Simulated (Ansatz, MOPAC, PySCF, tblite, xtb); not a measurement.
Energy landscape of H4ClSi (anion, charge -1), singlet: backside substitution at Si, threefold axis kept. Scanned: Si-Cl distance and Si-H distance. Other coordinates (H-Si-H angle, Si-H length) were minimised at PBE0/def2-SVPD.

GFN2-xTB, 300 K electronic temperature (tblite); RHF/aug-cc-pVDZ (PySCF); r2SCAN/aug-cc-pVDZ (PySCF); B3LYP/aug-cc-pVDZ (PySCF); RKS-PBE/aug-cc-pVDZ = restricted PBE/aug-cc-pVDZ run with Ansatz (a quantum-chemistry and plane-wave program); MP2 on RHF/aug-cc-pVDZ, 10 core orbitals frozen (PySCF); CCSD on RHF/aug-cc-pVDZ, 10 core orbitals frozen (PySCF); CCSD(T) on RHF/aug-cc-pVDZ, 10 core orbitals frozen (PySCF); PM3, restricted, heats of formation (MOPAC); PM7, restricted, heats of formation (MOPAC); GFN1-xTB (xtb); RKS-B3LYP/6-31G* = restricted B3LYP/6-31G*, spherical d (PySCF); RKS-B3LYP/LANL2DZ = restricted B3LYP/LANL2DZ, with its core potentials past Ne (PySCF).

Energies in mEh at chosen points (x: Si-Cl distance (Å); y: Si-H distance (Å)), relative to x = 3.17, y = 1.57:

```tsv
method	(2.90, 2.28)	(4.53, 1.79)	(1.94, 1.39)	(1.94, 1.92)	(2.90, 2.09)	(3.50, 2.09)	(3.50, 1.79)
GFN2-xTB	37.6	19.2	30.0	24.2	25.0	35.6	13.7
RHF	58.3	20.4	88.7	79.7	41.2	47.0	14.9
r2SCAN	49.1	24.1	71.0	63.2	33.7	44.0	15.5
B3LYP	49.9	21.3	77.5	69.4	34.6	42.9	14.5
RKS-PBE/aug-cc-pVDZ	45.1	21.8	71.0	61.8	30.6	40.6	13.9
MP2	55.6	24.3	77.5	71.1	38.6	47.4	16.3
CCSD	52.9	22.7	79.8	72.2	36.9	44.5	15.1
CCSD(T)	51.6	23.1	79.0	71.4	36.0	44.0	15.1
PM3	73.3	21.2	54.8	68.7	51.5	60.8	20.4
PM7	94.7	31.1	62.7	82.3	65.7	73.1	25.8
GFN1-xTB	56.1	38.9	26.9	28.0	36.5	58.6	26.9
RKS-B3LYP/6-31G*	50.5	23.9	63.8	60.0	34.5	44.4	15.6
RKS-B3LYP/LANL2DZ	51.3	24.7	102.5	94.8	35.0	44.3	15.2
```
